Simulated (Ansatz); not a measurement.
# A workflow on HCl (hydrogen chloride)

We compute a series of 8 runs (PBE/splines, PBE/cc-pVDZ, PBE/cc-pVTZ, PBE/cc-pVQZ, PBE/aug-cc-pVTZ, PBE/pcseg-2, PBE/def2-TZVPP, PBE/6-31G*) of HCl (hydrogen chloride). 

The results are computed with Ansatz 0.2.0.

1 further run of the same task is left out (set aside as unsound or not needed).

## (1) The structure to begin with

HCl has 2 atoms, charge 0, and is taken as a singlet. SMILES: `Cl`. Geometry: relaxed at PBE0-D4/def2-TZVP.

Bond lengths: Cl1–H2 1.279 Å.

## (2) Energy and forces at PBE/splines (accuracy low) (run 1)

Input file job.yaml:

```yaml
crystal:
  periodic: [false, false, false]
  atoms:
    - {symbol: Cl, position_ang: [0.546000, -0.178500, 0.280800]}
    - {symbol: H, position_ang: [-0.546000, 0.178500, -0.280800]}
basis:
  splines: {}
accuracy: low
hamiltonian: {xc: pbe}
output: {forces: true}
```

On the command line:

```console
$ ansatz run job.yaml --threads 1 --pin off --max-ram 2610MiB --events-out events.jsonl --progress --plain --runs-dir runs
```

What it wrote:

```text
Warning: RAYON_NUM_THREADS=1 ignored (pool sized by the plan → 1); use --threads N
[... 15 lines left out ...]
Total energy: -12534.771652 eV
[... 1 line left out ...]
Atom 1 at    -0.546000     0.178500    -0.280800 Å, force    -0.248450     0.082162    -0.128679 eV/Å
```

It took 11 s on 1 thread of Arm Neoverse V1, shared host; peak memory 0.51 GiB.

## (3) Energy and gradient at PBE/cc-pVDZ (run 2)

Edit job.yaml of step 2 so:

```diff
@@ -6,5 +6,8 @@
 basis:
-  splines: {}
-accuracy: low
-hamiltonian: {xc: pbe}
-output: {forces: true}
+  gaussian:
+    orbitals: cc-pVDZ
+hamiltonian:
+  xc: pbe
+output:
+  forces: true
+  orbitals: {seedname: orbitals}
```

On the command line:

```console
$ ansatz run job.yaml --threads 1 --pin off --max-ram 2610MiB --events-out events.jsonl --progress --plain --runs-dir runs
```

What it wrote (excerpt; [...] marks lines left out):

```text
Warning: RAYON_NUM_THREADS=1 ignored (pool sized by the plan → 1); use --threads N
Functional definition: PBE
  name "PBE"
[...]
240 factors; integrals over basis functions are off by at most 6.3e-4 eV
[...]
mean field -12533.91551206 eV, -460.6128992752 hartree, gradient 4.7e-5 eV, S^2 0.000000; 0 other end points of the search recorded, 0 dependent functions left out
[...]
reference -12533.91552797 eV, -460.6128998600 hartree; 9, 9 occupied and 14, 14 virtual orbitals, 240 factors
Total energy: -12533.91552797 eV, -460.6128998600 hartree
Atom 0 at     0.546000    -0.178500     0.280800 Å, force     0.649683    -0.212396     0.334123 eV/Å
Atom 1 at    -0.546000     0.178500    -0.280800 Å, force    -0.649683     0.212396    -0.334123 eV/Å
Dipole moment:    -0.235269     0.076915    -0.120995 e Å
```

Run time: 0.26 s. Hardware: 1 thread of Arm Neoverse V1, shared host.

Runs 3 to 5 aren't shown in full; the table further down has their settings and results.

## (4) Energy and gradient at PBE/pcseg-2 (run 6)

Input file in.yaml:

```yaml
crystal:
  periodic: [false, false, false]
  atoms:
    - {symbol: Cl, position_ang: [0.546000, -0.178500, 0.280800]}
    - {symbol: H, position_ang: [-0.546000, 0.178500, -0.280800]}
basis:
  gaussian:
    orbitals: pcseg-2
hamiltonian:
  xc: {name: PBE}
output:
  forces: true
  orbitals: {seedname: orbitals}
```

On the command line:

```console
$ ansatz run in.yaml --threads 1 --pin off --max-ram 2610MiB --events-out events.jsonl --progress --plain --runs-dir runs
```

What it wrote (excerpt; [...] marks lines left out):

```text
Warning: RAYON_NUM_THREADS=1 ignored (pool sized by the plan → 1); use --threads N
[... 2 set-up lines as earlier in the session ...]
[...]
322 factors; their error is unknown
[...]
mean field -12534.58791041 eV, -460.6376094589 hartree, gradient 3.9e-5 eV, S^2 0.000000; 0 other end points of the search recorded, 0 dependent functions left out
[...]
reference -12534.58792870 eV, -460.6376101307 hartree; 9, 9 occupied and 39, 39 virtual orbitals, 322 factors
Total energy: -12534.58792870 eV, -460.6376101307 hartree
Atom 0 at     0.546000    -0.178500     0.280800 Å, force     0.284454    -0.092994     0.146290 eV/Å
Atom 1 at    -0.546000     0.178500    -0.280800 Å, force    -0.284454     0.092994    -0.146290 eV/Å
Dipole moment:    -0.222303     0.072676    -0.114327 e Å
```

It took 0.36 s on 1 thread of Arm Neoverse V1, shared host.

Run 7 isn't shown in full; the table further down has it.

## (5) Energy and forces at PBE/6-31G(d) (Cartesian functions) (run 8)

Input file run.yaml:

```yaml
crystal:
  periodic: [false, false, false]
  atoms:
    - symbol: Cl
      position_ang: [0.546000, -0.178500, 0.280800]
    - symbol: H
      position_ang: [-0.546000, 0.178500, -0.280800]
basis:
  gaussian:
    orbitals: "6-31G*"
hamiltonian:
  xc: {name: PBE}
output:
  forces: true
  orbitals: {seedname: orbitals}
```

On the command line:

```console
$ ansatz run run.yaml --threads 1 --pin off --max-ram 2610MiB --events-out events.jsonl --progress --plain --runs-dir runs
```

What it wrote (excerpt; [...] marks lines left out):

```text
Warning: RAYON_NUM_THREADS=1 ignored (pool sized by the plan → 1); use --threads N
[... 2 set-up lines as earlier in the session ...]
[...]
196 factors; integrals over basis functions are off by at most 9.3e-4 eV
[...]
mean field -12533.19200820 eV, -460.5863109987 hartree, gradient 5.7e-6 eV, S^2 0.000000; 0 other end points of the search recorded, 0 dependent functions left out
[...]
reference -12533.19202373 eV, -460.5863115695 hartree; 9, 9 occupied and 12, 12 virtual orbitals, 196 factors
Total energy: -12533.19202373 eV, -460.5863115695 hartree
Atom 0 at     0.546000    -0.178500     0.280800 Å, force     0.476992    -0.155940     0.245310 eV/Å
Atom 1 at    -0.546000     0.178500    -0.280800 Å, force    -0.476992     0.155940    -0.245310 eV/Å
Dipole moment:    -0.263493     0.086142    -0.135510 e Å
```

Wall time 0.24 s (1 thread of Arm Neoverse V1, shared host).

## (6) The series

| run | level | accuracy | Cartesian functions | energy (Eh) | HOMO energy (eV) | LUMO energy (eV) | HOMO–LUMO gap (eV) | wall time |
| --- | --- | --- | --- | --- | --- | --- | --- | --- |
| 1 | PBE/splines (accuracy low) | low | – | -460.644362 | -8.04 | -1.14 | 6.90 | 11 s |
| 2 | PBE/cc-pVDZ | medium | no | -460.612900 | -7.71 | -0.35 | 7.36 | 0.26 s |
| 3 | PBE/cc-pVTZ | medium | no | -460.633539 | -7.94 | -0.66 | 7.28 | 0.34 s |
| 4 | PBE/cc-pVQZ | medium | no | -460.638329 | -8.00 | -0.82 | 7.18 | 0.58 s |
| 5 | PBE/aug-cc-pVTZ | medium | no | -460.634967 | -8.05 | -1.11 | 6.93 | 0.62 s |
| 6 | PBE/pcseg-2 | medium | no | -460.637610 | -7.98 | -0.79 | 7.19 | 0.36 s |
| 7 | PBE/def2-TZVPP | medium | no | -460.627383 | -7.92 | -0.64 | 7.27 | 0.38 s |
| 8 | PBE/6-31G* (Cartesian functions) | medium | yes | -460.586312 | -7.82 | -0.36 | 7.46 | 0.24 s |

## (7) Results

| quantity | value |
| --- | --- |
| run 8, PBE/6-31G*: total energy | -460.58631 Eh |
| run 8, PBE/6-31G*: dipole moment | 1.48 D |
| run 8, PBE/6-31G*: HOMO energy | -7.82 eV |
| run 8, PBE/6-31G*: LUMO energy | -0.36 eV |
| run 8, PBE/6-31G*: HOMO–LUMO gap | 7.46 eV |
| run 8, PBE/6-31G*: largest force on an atom | 0.559 eV/Å |

What this shows: Over runs 2, 3, 4, 5, 6, 7, 8 the dipole moment (its size) runs from 1.09 D (PBE/aug-cc-pVTZ) to 1.48 D (PBE/6-31G*). The HOMO–LUMO gap runs from 6.90 eV (PBE/splines) to 7.46 eV (PBE/6-31G*). All runs together took 13 s, the longest 11 s.
